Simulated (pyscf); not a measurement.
## Hydrogen abstraction: H₂ + H• → H₂ + H•

Gas phase, doublet surface, charge 0. Bonds broken: H1–H2. Bonds formed: H1–H3. Single points on ωB97X-D3(BJ)/def2-SVP structures (PySCF, gas phase).

Transition state (Å):

```xyz
3

H     -0.4789    -0.4450     0.5706
H     -0.3076     0.1583     1.2730
H     -0.6528    -1.0522    -0.1361
```

One imaginary mode, 1048i cm⁻¹; descent along it reached the two sides named.

```json
[
 {"bond": "H1–H2", "change": "breaks", "reactant side (Å)": "0.760", "saddle": "0.942", "product side": "3.4"},
 {"bond": "H1–H3", "change": "forms", "reactant side (Å)": "3.4", "saddle": "0.948", "product side": "0.760"}
]
```

Electronic energies relative to the separated reactants (kJ/mol):

```json
[
 {"level": "ωB97X-D3(BJ)/def2-TZVP", "barrier": "37.6", "reaction energy": "0.0", "reverse barrier": "37.6"},
 {"level": "PBE/def2-TZVP", "barrier": "15.7", "reaction energy": "0.0", "reverse barrier": "15.7"},
 {"level": "r²SCAN/def2-TZVP", "barrier": "10.6", "reaction energy": "0.0", "reverse barrier": "10.6"},
 {"level": "B3LYP-D3(BJ)/def2-TZVP", "barrier": "15.9", "reaction energy": "0.0", "reverse barrier": "15.9"},
 {"level": "PBE0-D3(BJ)/def2-TZVP", "barrier": "22.9", "reaction energy": "0.0", "reverse barrier": "22.9"},
 {"level": "M06-2X/def2-TZVP", "barrier": "48.0", "reaction energy": "0.0", "reverse barrier": "48.0"},
 {"level": "ωB97M-D3(BJ)/def2-TZVP", "barrier": "34.2", "reaction energy": "0.0", "reverse barrier": "34.2"},
 {"level": "HF/def2-TZVP", "barrier": "72.5", "reaction energy": "0.0", "reverse barrier": "72.5"}
]
```

With ωB97M-D3(BJ)/def2-TZVP energies and thermal terms (ideal gas, 1 atm, RRHO with modes under 100 cm⁻¹ raised to 100, one conformer, R ln 2 for chiral ones without a mode under 150 cm⁻¹), in kJ/mol:

```csv
T (K),ΔH‡,ΔG‡,ΔH,ΔG
298,25.4,51.4,0.0,0.0
600,21.8,79.4,0.0,0.0
900,20.1,108.6,0.0,0.0
1200,19.3,138.3,0.0,0.0
```

The angle at the transferred H is 180°.
